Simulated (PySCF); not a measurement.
# Working with the constants of AlH

RHF-CCSD(T) constants of AlH, ¹Σ⁺ (singlet), closed shell (PySCF, no relativity, basis sets Al cc-pV(D+d)Z, H cc-pVDZ; masses 26.9815 and 1.0078 u):

```
ωe           : 1686.5 cm⁻¹
ωexe         : 26.9 cm⁻¹
Be           : 6.3534 cm⁻¹
αe           : 0.171 cm⁻¹
De to Al + H : 2.98 eV
```

(1) What force constant and bond length do these constants imply?

(2) Estimate the centrifugal constant D from the Kratzer relation and find the Dunham coefficient a1.

Correlated steps freeze 5 core orbitals. Correlated levels converge slowly with the basis: in double zeta they bind strong bonds too weakly, by up to about 1 eV, and carry superposition errors of some tenths. Where the molecule has an RHF reference, its open-shell atoms are computed with UHF.

## Answers

(1) Reduced mass μred = 0.97154 u; k = 5.8918×10⁻⁷·μred·ωe² (u, cm⁻¹, mdyn/Å) = 1.63 mdyn/Å; Re = √(16.8576/(μred·Be)) (u, cm⁻¹, Å) = 1.653 Å.

(2) D = 4Be³/ωe² = 0.000361 cm⁻¹; a1 = −1 − αeωe/(6Be²) = -2.19.
